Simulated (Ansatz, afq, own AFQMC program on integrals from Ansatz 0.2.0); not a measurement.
**BH4, doublet: AFQMC among the cluster methods**

| atom | x (Å) | y (Å) | z (Å) |
| --- | --- | --- | --- |
| B | -0.1861 | 0.0000 | 0.0000 |
| H | -0.7828 | 1.0336 | 0.0000 |
| H | -0.7828 | -1.0336 | 0.0000 |
| H | 1.2989 | 0.0000 | 0.0000 |
| H | 2.2629 | 0.0000 | 0.0000 |

Basis cc-pVTZ. Noble-gas cores (and the filled d shells of Ga–Kr and In–Xe) are frozen. Ansatz 0.2.0 and our own AFQMC program on the same integrals; the CISD trial comes from CCSD amplitudes, and released means the phaseless constraint is let go. Error bars are statistical, one sigma.

Determinant: UHF, the one that the program's search chose, which needn't be the lowest solution. The geometry is a point of a scan.

No full CI on the walks' own integrals is used here; CCSDT(Q) serves as the reference and is uncertain by about the last step of the cluster series.

The T1 diagnostic is 0.0150. The weight of the determinant in the CISD state is 0.925 and the ⟨S²⟩ of the determinant is 0.783. The size of the correlated space is 7 electrons in 85 orbitals.

Reference: CCSDT(Q), correlation energy -4.179 eV. The released energy is read at 2.40 1/Eh (meV from the phaseless value at times in 1/Eh: -2.3 ± 1.3 at 0.24, -4.8 ± 1.4 at 0.51, -0.9 ± 1.3 at 0.99, -3.6 ± 2.0 at 1.62, -5.7 ± 1.5 at 2.40).

```tsv
level	E − E(reference) (kcal/mol)	share of correlation (%)
HF	96.38	0.00
MP2	19.63	79.63
CCSD	2.47	97.44
CCSD(T)	0.45	99.54
CCSDT	0.05	99.95
ph-AFQMC/HF	0.48 ± 0.50	99.51
ph-AFQMC/CISD	0.09 ± 0.04	99.91
released AFQMC	-0.04 ± 0.04	100.04
```

A walk keeps the symmetry of its determinant, which the program's search chose and which needn't be the lowest solution, so a lower state of the same spin and another symmetry isn't excluded. Released energies are given only where the last usable release times agree within the noise; a slower fall can still hide under it.
